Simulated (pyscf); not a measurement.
Optimised with ωB97X-D3(BJ)/def2-SVP in PySCF.

Task: For H₃C–O–SiH₃ (SMILES CO[SiH3]) + H₂O (SMILES O) -> H₃C–OH (SMILES CO) + HO–SiH₃ (SMILES O[SiH3]), a four-centre exchange (singlet surface; C–O, H–O broken, C–O, H–O formed), PBE/def2-TZVP gives ΔE‡ = 252.8 kJ/mol and ΔE = -1.2 kJ/mol (zero: the separated reactants). In which direction and how far do B3LYP-D3(BJ)/def2-TZVP, PBE0-D3(BJ)/def2-TZVP, ωB97M-D3(BJ)/def2-TZVP move these?

Result: B3LYP-D3(BJ): ΔE‡ = 278.3 kJ/mol, ΔE = +2.7 kJ/mol; PBE0-D3(BJ): ΔE‡ = 292.2 kJ/mol, ΔE = +1.2 kJ/mol; ωB97M-D3(BJ): ΔE‡ = 297.1 kJ/mol, ΔE = +1.2 kJ/mol. PBE's barrier lies under all of them, by 25.5 to 44.3 kJ/mol. Its reaction energy lies under all of them, by 2.4 to 3.9 kJ/mol. Low barriers are usual for a GGA, whose delocalisation error favours stretched bonds. On the reactant side the descent ends in a complex (not fully relaxed), 21.6 kJ/mol under the separated species and 329.3 kJ/mol under the saddle at ωB97X-D3(BJ)/def2-TZVP. On the product side the descent ends in a complex (not fully relaxed), 31.1 kJ/mol under the separated species and 335.4 kJ/mol under the saddle at ωB97X-D3(BJ)/def2-TZVP. At ωB97X-D3(BJ)/def2-TZVP the barrier from the zero used here is 307.8 kJ/mol. H₃C–O–SiH₃ lies 99.2 kJ/mol over its isomer H₃C–SiH₂–OH (electronic energy, ωB97M-D3(BJ)/def2-TZVP). One saddle was located; it need not be the lowest between these sides.
